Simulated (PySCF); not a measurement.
PySCF input (HF/pcseg-2):

```python
import numpy as np, basis_set_exchange as bse
from pyscf import gto, scf, dft, df

basis = {'C': gto.basis.parse(bse.get_basis('pcseg-2', elements=['C'], fmt='nwchem')), 'F': gto.basis.parse(bse.get_basis('pcseg-2', elements=['F'], fmt='nwchem')), 'H': gto.basis.parse(bse.get_basis('pcseg-2', elements=['H'], fmt='nwchem'))}
mol = gto.M(
    atom='''
    C     0.00053452    0.00126565    0.33943617
    H     0.00225136    0.00533085    1.42969220
    F     0.00598628    1.25541479   -0.13307438
    F     1.08434551   -0.63379114   -0.12772827
    F    -1.09093829   -0.62305973   -0.12434282
    ''',
    basis=basis,
    charge=0,
    verbose=4,
    max_memory=7359,
)
mf = scf.RHF(mol)
mf = mf.density_fit(auxbasis=df.autoaux(mol))
mf.conv_tol = 1e-9
mf.max_cycle = 100
print('smallest overlap eigenvalue', np.linalg.eigvalsh(mol.intor('int1e_ovlp'))[0])
mf.kernel()
dip = mf.dip_moment()
```

Output:

```
PySCF version 2.14.0

[INPUT] verbose = 4
[INPUT] num. atoms = 5
[INPUT] num. electrons = 34
[INPUT] charge = 0
[INPUT] spin (= nelec alpha-beta = 2S) = 0
[INPUT] symmetry False subgroup None
[INPUT] Mole.unit = angstrom
[INPUT] Symbol           X                Y                Z      unit          X                Y                Z       unit  Magmom
[INPUT]  1 C      0.000534520000   0.001265650000   0.339436170000 AA    0.001010096408   0.002391731870   0.641441398071 Bohr   0.0
[INPUT]  2 H      0.002251360000   0.005330850000   1.429692200000 AA    0.004254453808   0.010073846511   2.701726700427 Bohr   0.0
[INPUT]  3 F      0.005986280000   1.255414790000  -0.133074380000 AA    0.011312429705   2.372390125828  -0.251474132396 Bohr   0.0
[INPUT]  4 F      1.084345510000  -0.633791140000  -0.127728270000 AA    2.049116038302  -1.197691674776  -0.241371448664 Bohr   0.0
[INPUT]  5 F     -1.090938290000  -0.623059730000  -0.124342820000 AA   -2.061574586901  -1.177412248945  -0.234973875356 Bohr   0.0

nuclear repulsion = 133.129740290281
number of shells = 46
number of NR pGTOs = 201
number of NR cGTOs = 134
basis = {'C': [[0, [7319.99, 0.000695369], [1098.18, 0.00537138], [250.014, 0.0274734], [70.7586, 0.105078], [22.8595, 0.291262], [8.03936, 0.5], [2.89309, 0.362224]], [0, [5.2164, -0.0957844], [0.556124, 0.5]], [0, [0.228813, 1.0]], [0, [0.0936338, 1.0]], [1, [33.9855, 0.00818395], [7.72957, 0.0586921], [2.24954, 0.222514], [0.767681, 0.5]], [1, [0.263283, 1.0]], [1, [0.0848744, 1.0]], [2, [1.4, 1.0]], [2, [0.45, 1.0]], [3, [0.95, 1.0]]], 'F': [[0, [17450.7, 0.000655972], [2617.68, 0.00506944], [595.857, 0.0259899], [168.651, 0.100353], [54.6654, 0.284095], [19.3717, 0.5], [7.06202, 0.370721]], [0, [13.1197, -0.101997], [1.45046, 0.5]], [0, [0.588255, 1.0]], [0, [0.22796, 1.0]], [1, [77.9407, 0.00931135], [18.0425, 0.0663964], [5.42342, 0.246386], [1.84876, 0.5]], [1, [0.617455, 1.0]], [1, [0.185496, 1.0]], [2, [2.8, 1.0]], [2, [0.8, 1.0]], [3, [1.2, 1.0]]], 'H': [[0, [75.4732, 0.00427821], [11.3575, 0.0328672], [2.60081, 0.159578], [0.735503, 0.5]], [0, [0.231761, 1.0]], [0, [0.0741675, 1.0]], [1, [1.6, 1.0]], [1, [0.45, 1.0]], [2, [1.25, 1.0]]]}
ecp = {}
ETB for F: l = 0, exps = 0.370992 * 1.8^n , n = 0..14
ETB for F: l = 1, exps = 0.370992 * 1.8^n , n = 0..11
ETB for F: l = 2, exps = 0.370992 * 1.8^n , n = 0..10
ETB for F: l = 3, exps = 0.985496 * 2.2^n , n = 0..4
ETB for F: l = 4, exps = 1.3854959999999998 * 2.2^n , n = 0..2
ETB for C: l = 0, exps = 0.1697488 * 1.8^n , n = 0..14
ETB for C: l = 1, exps = 0.1697488 * 1.8^n , n = 0..11
ETB for C: l = 2, exps = 0.1697488 * 1.8^n , n = 0..10
ETB for C: l = 3, exps = 0.5348744 * 2.2^n , n = 0..4
ETB for C: l = 4, exps = 0.9 * 2.2^n , n = 0..2
ETB for H: l = 0, exps = 0.148335 * 1.8^n , n = 0..11
ETB for H: l = 1, exps = 0.5241675 * 2^n , n = 0..3
ETB for H: l = 2, exps = 0.9 * 2.2^n , n = 0..2
ETB for H: l = 3, exps = 1.7 * 2.2^n , n = 0..1
smallest overlap eigenvalue 0.002223985156263755

******** <class 'pyscf.df.df_jk.DFRHF'> ********
method = DFRHF
initial guess = minao
damping factor = 0
level_shift factor = 0
DIIS = <class 'pyscf.scf.diis.CDIIS'>
diis_start_cycle = 1
diis_space = 8
diis_damp = 0
SCF conv_tol = 1e-09
SCF conv_tol_grad = None
SCF max_cycles = 100
direct_scf = False
Set gradient conv threshold to 3.16228e-05
Initial guess from minao.
******** <class 'pyscf.df.df.DF'> ********
auxbasis = {'F': [[0, [np.float64(1390.5276086601145), 1]], [0, [np.float64(772.515338144508), 1]], [0, [np.float64(429.17518785806004), 1]], [0, [np.float64(238.4306599211444), 1]], [0, [np.float64(132.46147773396913), 1]], [0, [np.float64(73.58970985220508), 1]], [0, [np.float64(40.88317214011393), 1]], [0, [np.float64(22.712873411174403), 1]], [0, [np.float64(12.618263006208), 1]], [0, [np.float64(7.01014611456), 1]], [0, [np.float64(3.8945256192), 1]], [0, [np.float64(2.163625344), 1]], [0, [np.float64(1.20201408), 1]], [0, [np.float64(0.6677856), 1]], [0, [np.float64(0.370992), 1]], [1, [np.float64(238.4306599211444), 1]], [1, [np.float64(132.46147773396913), 1]], [1, [np.float64(73.58970985220508), 1]], [1, [np.float64(40.88317214011393), 1]], [1, [np.float64(22.712873411174403), 1]], [1, [np.float64(12.618263006208), 1]], [1, [np.float64(7.01014611456), 1]], [1, [np.float64(3.8945256192), 1]], [1, [np.float64(2.163625344), 1]], [1, [np.float64(1.20201408), 1]], [1, [np.float64(0.6677856), 1]], [1, [np.float64(0.370992), 1]], [2, [np.float64(132.46147773396913), 1]], [2, [np.float64(73.58970985220508), 1]], [2, [np.float64(40.88317214011393), 1]], [2, [np.float64(22.712873411174403), 1]], [2, [np.float64(12.618263006208), 1]], [2, [np.float64(7.01014611456), 1]], [2, [np.float64(3.8945256192), 1]], [2, [np.float64(2.163625344), 1]], [2, [np.float64(1.20201408), 1]], [2, [np.float64(0.6677856), 1]], [2, [np.float64(0.370992), 1]], [3, [np.float64(23.085835097600008), 1]], [3, [np.float64(10.493561408000003), 1]], [3, [np.float64(4.769800640000001), 1]], [3, [np.float64(2.1680912), 1]], [3, [np.float64(0.985496), 1]], [4, [np.float64(6.7058006400000005), 1]], [4, [np.float64(3.0480912), 1]], [4, [np.float64(1.3854959999999998), 1]]], 'C': [[0, [np.float64(636.2411937101718), 1]], [0, [np.float64(353.4673298389843), 1]], [0, [np.float64(196.37073879943574), 1]], [0, [np.float64(109.0948548885754), 1]], [0, [np.float64(60.608252715875224), 1]], [0, [np.float64(33.671251508819566), 1]], [0, [np.float64(18.706250838233093), 1]], [0, [np.float64(10.392361576796162), 1]], [0, [np.float64(5.773534209331201), 1]], [0, [np.float64(3.2075190051840003), 1]], [0, [np.float64(1.7819550028800002), 1]], [0, [np.float64(0.9899750016000002), 1]], [0, [np.float64(0.549986112), 1]], [0, [np.float64(0.30554784), 1]], [0, [np.float64(0.1697488), 1]], [1, [np.float64(109.0948548885754), 1]], [1, [np.float64(60.608252715875224), 1]], [1, [np.float64(33.671251508819566), 1]], [1, [np.float64(18.706250838233093), 1]], [1, [np.float64(10.392361576796162), 1]], [1, [np.float64(5.773534209331201), 1]], [1, [np.float64(3.2075190051840003), 1]], [1, [np.float64(1.7819550028800002), 1]], [1, [np.float64(0.9899750016000002), 1]], [1, [np.float64(0.549986112), 1]], [1, [np.float64(0.30554784), 1]], [1, [np.float64(0.1697488), 1]], [2, [np.float64(60.608252715875224), 1]], [2, [np.float64(33.671251508819566), 1]], [2, [np.float64(18.706250838233093), 1]], [2, [np.float64(10.392361576796162), 1]], [2, [np.float64(5.773534209331201), 1]], [2, [np.float64(3.2075190051840003), 1]], [2, [np.float64(1.7819550028800002), 1]], [2, [np.float64(0.9899750016000002), 1]], [2, [np.float64(0.549986112), 1]], [2, [np.float64(0.30554784), 1]], [2, [np.float64(0.1697488), 1]], [3, [np.float64(12.529753744640002), 1]], [3, [np.float64(5.695342611200002), 1]], [3, [np.float64(2.588792096), 1]], [3, [np.float64(1.17672368), 1]], [3, [np.float64(0.5348744), 1]], [4, [np.float64(4.356000000000001), 1]], [4, [np.float64(1.9800000000000002), 1]], [4, [np.float64(0.9), 1]]], 'H': [[0, [np.float64(95.3325460910288), 1]], [0, [np.float64(52.962525606127116), 1]], [0, [np.float64(29.423625336737285), 1]], [0, [np.float64(16.346458520409602), 1]], [0, [np.float64(9.081365844672002), 1]], [0, [np.float64(5.04520324704), 1]], [0, [np.float64(2.8028906928), 1]], [0, [np.float64(1.557161496), 1]], [0, [np.float64(0.8650897200000001), 1]], [0, [np.float64(0.4806054), 1]], [0, [np.float64(0.267003), 1]], [0, [np.float64(0.148335), 1]], [1, [np.float64(4.19334), 1]], [1, [np.float64(2.09667), 1]], [1, [np.float64(1.048335), 1]], [1, [np.float64(0.5241675), 1]], [2, [np.float64(4.356000000000001), 1]], [2, [np.float64(1.9800000000000002), 1]], [2, [np.float64(0.9), 1]], [3, [np.float64(3.74), 1]], [3, [np.float64(1.7), 1]]]}
init E= -337.359988555904
  HOMO = -0.454043590001985  LUMO = 0.1218055639853  gap/eV = 15.66965
cycle= 1 E= -336.758515226844  delta_E= 0.601  |g|= 0.885  |ddm|= 1.54
  HOMO = -0.632030823007397  LUMO = 0.0745167652154297  gap/eV = 19.22614
cycle= 2 E= -336.864618279857  delta_E= -0.106  |g|= 0.535  |ddm|= 0.638
  HOMO = -0.611459896419166  LUMO = 0.099977953659879  gap/eV = 19.35921
cycle= 3 E= -336.906813281341  delta_E= -0.0422  |g|= 0.0565  |ddm|= 0.217
  HOMO = -0.598082377208119  LUMO = 0.103430065529391  gap/eV = 19.08913
cycle= 4 E= -336.907724340211  delta_E= -0.000911  |g|= 0.0185  |ddm|= 0.0515
  HOMO = -0.601146947264063  LUMO = 0.103625548877867  gap/eV = 19.17784
cycle= 5 E= -336.907848238667  delta_E= -0.000124  |g|= 0.00367  |ddm|= 0.021
  HOMO = -0.601089710024889  LUMO = 0.103554071836861  gap/eV = 19.17433
cycle= 6 E= -336.907855899173  delta_E= -7.66e-06  |g|= 0.000725  |ddm|= 0.0055
  HOMO = -0.600983575732647  LUMO = 0.103671094150387  gap/eV = 19.17463
cycle= 7 E= -336.907856159124  delta_E= -2.6e-07  |g|= 0.000146  |ddm|= 0.000896
  HOMO = -0.600966682732603  LUMO = 0.103678788903185  gap/eV = 19.17438
cycle= 8 E= -336.907856170008  delta_E= -1.09e-08  |g|= 2.92e-05  |ddm|= 0.000189
  HOMO = -0.600963239081942  LUMO = 0.103681169945407  gap/eV = 19.17435
cycle= 9 E= -336.907856170457  delta_E= -4.49e-10  |g|= 6.17e-06  |ddm|= 4.14e-05
  HOMO = -0.600962978472941  LUMO = 0.103681537234962  gap/eV = 19.17435
Extra cycle  E= -336.907856170474  delta_E= -1.75e-11  |g|= 2.52e-06  |ddm|= 7.04e-06
converged SCF energy = -336.907856170474
Dipole moment(X, Y, Z, Debye):  0.00298,  0.00706,  1.89343
```
